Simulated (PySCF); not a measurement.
Estimate the missing entries of this data sheet.

Compound: ethylamine, C2H7N.
InChI=1S/C2H7N/c1-2-3/h2-3H2,1H3

Conformer (atom-mapped SMILES and torsion angles): `[CH3:1][CH2:2][NH2:3]`: H–N3–C2–C1 179°, H–N3–C2–C1 -64°.

| property | level | value |
| --- | --- | --- |
| rotational constants A, B, C | PBE0-D3(BJ)/def2-SVP | 32.860, 8.985, 7.895 GHz |
| dipole moment | B3LYP/def2-SVPD | ? |
| HOMO energy | B3LYP/def2-SVPD | -6.67 eV |
| LUMO energy | B3LYP/def2-SVPD | 0.47 eV |
| lowest singlet excitation | TDDFT B3LYP/def2-SVPD | ? |
| strongest line among the 10 lowest singlet transitions | TDDFT B3LYP/def2-SVPD | ? |
| lowest triplet excitation (Tamm–Dancoff) | TDA B3LYP/def2-SVPD | ? |
| static isotropic polarisability | B3LYP/def2-SVPD | ? |
| vertical ionisation energy | ΔSCF B3LYP/def2-SVPD | ? |
| electronic spatial extent ⟨r²⟩ about the centre of nuclear charge | B3LYP/def2-SVPD | 209 bohr² |
| 13C chemical shifts (computed TMS as zero) by class | GIAO PBE0/pcSseg-1 | 40.4 (1 C), 19.5 (1 C) ppm |
| 1H chemical shifts (computed TMS as zero) by class | GIAO PBE0/pcSseg-1 | 2.72 (2 H), 1.09 (3 H), 0.13 (2 H) ppm |
| isotropic shieldings of nuclei other than C and H, by class | GIAO PBE0/pcSseg-1 | 225 (1 N) ppm |
| largest of the computed one-bond spin–spin couplings (means over like bonds) | B3LYP/pcJ-1, spin–dipole term left out for some pairs | ? |
| core binding energies | ΔSCF SCAN, pcX-2 on the ionised atom, pcseg-1 elsewhere, spin-free X2C | C1s 290.6, C1s 291.4, N1s 405.0 eV |

Gas-phase values; electronic properties from PySCF, density fitting. One conformer (not necessarily the lowest) at the PBE0-D3(BJ)/def2-SVP geometry, without solvent or vibrations. NMR classes are plain means over equivalent atoms (diastereotopic ones count apart unless rotation or inversion swaps them), as if these changed places fast; in this geometry the members of some classes differ.

Q: What is the static isotropic polarisability?

A: 37.7 au.

Q: Give the dipole moment.

A: 1.28 D.

Q: Give the lowest triplet excitation (Tamm–Dancoff).

A: 5.78 eV.

Q: The largest of the computed one-bond spin–spin couplings (means over like bonds)?

A: 13C–1H +135.3 (×2), 13C–1H +132.0 (×3), 15N–1H -63.7 (×2), 13C–13C +39.6, 15N–13C -4.5 Hz.

Q: What is the vertical ionisation energy?

A: 9.49 eV.

Q: What is the strongest line among the 10 lowest singlet transitions?

A: S4 at 7.82 eV (158 nm, f = 0.076).

Q: Give the lowest singlet excitation.

A: 6.03 eV (206 nm, f = 0.011).

The polarisability is 5.59 Å³ as a volume (1 au = 0.148185 Å³), or 1.45 au for each of the 26 electrons. The vertical singlet–triplet gap S1 − T1 is 0.25 eV (TDDFT singlet less Tamm–Dancoff triplet; S1: HOMO→LUMO, weight 0.96; T1: HOMO→LUMO, weight 0.91). The 10 singlets span 6.03 to 9.44 eV, and their oscillator strengths add up to 0.18. No computed singlet falls in the visible range (750 to 380 nm, 1.65 to 3.26 eV); S1 lies 2.77 eV above its blue end. The dipole equals about 4.3 × 10⁻³⁰ C·m (1 D = 3.33564 × 10⁻³⁰ C·m). The rotational constants make it an asymmetric top with κ = (2B − A − C)/(A − C) = -0.91, nearer the prolate limit (−1).

For the TDDFT job (B3LYP/def2-SVPD), the run took 11 s on one thread of an x86-64 server, shared host.
